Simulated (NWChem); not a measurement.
Molecule: dimethyl sulfide (C₂H₆S); SMILES CSC

All runs: NWChem. The geometry was optimised at PBE0/def2-SVP. Level: PBE0/def2-SVP with SMD (1 M gas to 1 M solution), gas-phase geometry.

For solvent water:

- solvation free energy (kcal/mol) = -0.2
- cavity-dispersion-structure term (kcal/mol) = 2.8
- dipole in solution (D) = 2.01

### Question
What are these values for solvent n-hexane?

### Answer
* **solvation free energy (kcal/mol)**: -2.6
* **cavity-dispersion-structure term (kcal/mol)**: -1.3
* **dipole in solution (D)**: 1.75
